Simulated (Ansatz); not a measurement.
Input file:

```yaml
crystal:
  periodic: [false, false, false]
  atoms:
    - {symbol: Al, position_ang: [-0.075561, 0.043982, 0.780641]}
    - {symbol: C, position_ang: [0.033843, -0.074052, -1.457524]}
    - {symbol: H, position_ang: [0.785360, 1.318208, 0.170521]}
    - {symbol: H, position_ang: [0.792780, -1.184102, 1.332093]}
    - {symbol: H, position_ang: [-0.461553, -1.044708, -1.377941]}
    - {symbol: H, position_ang: [-0.564953, 0.725006, -1.876418]}
    - {symbol: H, position_ang: [1.067775, -0.109341, -1.777245]}
basis:
  gaussian: {orbitals: cc-pVTZ}
magnetization: {spin_polarized: false}
correlation: {method: bccd_t, electrons: outside_noble_gas}
```

```sh
$ ansatz run in.yaml --threads 2 --pin off --events-out ev --progress --plain --max-ram 24576MiB --backend cuda --devices 0, --max-vram 18GiB
```

Log:

```
759 factors; integrals over basis functions are off by at most 1.2e-3 eV
mean field evaluation 1: about -7685.9391 eV, gradient 3.2e1 eV
mean field evaluation 2: about -7685.9415 eV, gradient 3.2e1 eV
mean field evaluation 4: about -7689.0911 eV, gradient 2.5e0 eV
mean field evaluation 8: about -7689.1498 eV, gradient 1.9e-1 eV
mean field evaluation 16: about -7685.9390 eV, gradient 3.2e1 eV
mean field evaluation 32: about -7685.5115 eV, gradient 8.0e0 eV
mean field -7689.15233500 eV, -282.5711364167 hartree, gradient 3.4e-6 eV, S^2 0.000000; 0 other end points of the search recorded, 0 dependent functions left out; unrestricted orbitals would lower it
6 core orbitals not correlated: weight in the atoms' cores, before any rotation towards them, 1.000 or more for the frozen orbitals, at most 0.000 for the correlated occupied ones
reference -7689.15233500 eV, -282.5711364167 hartree; 6, 6 occupied and 122, 122 virtual orbitals, 759 factors
second order -7.74876651 eV of doubles, -0.00000000 eV of singles
cycle   1  -8.32561569 eV  change   -5.8e-1 eV  update   7.4e-2
cycle   2  -8.61132000 eV  change   -2.9e-1 eV  update   2.9e-2
cycle   3  -8.66370041 eV  change   -5.2e-2 eV  update   1.3e-2
cycle   4  -8.65766681 eV  change    6.0e-3 eV  update   4.7e-3
cycle   5  -8.65648410 eV  change    1.2e-3 eV  update   2.0e-3
cycle   6  -8.65604447 eV  change    4.4e-4 eV  update   8.7e-4
cycle   7  -8.65600943 eV  change    3.5e-5 eV  update   5.2e-4
cycle   8  -8.65599762 eV  change    1.2e-5 eV  update   3.5e-4
cycle   9  -8.65607934 eV  change   -8.2e-5 eV  update   2.8e-4
cycle  10  -8.65593935 eV  change    1.4e-4 eV  update   2.1e-4
cycle  11  -8.65600137 eV  change   -6.2e-5 eV  update   1.3e-4
cycle  12  -8.65599426 eV  change    7.1e-6 eV  update   7.6e-5
cycle  13  -8.65602237 eV  change   -2.8e-5 eV  update   3.2e-5
cycle  14  -8.65602536 eV  change   -3.0e-6 eV  update   1.5e-5
perturbative correction -0.33654646 eV, -0.0123678544 hartree
Total energy: -7698.14490682 eV, -282.9016073357 hartree
```

Ran on 2 threads of AMD EPYC 7R13 with a shared H100 80 GB, shared host: 8.5 s wall, 0.8 GiB peak host memory.
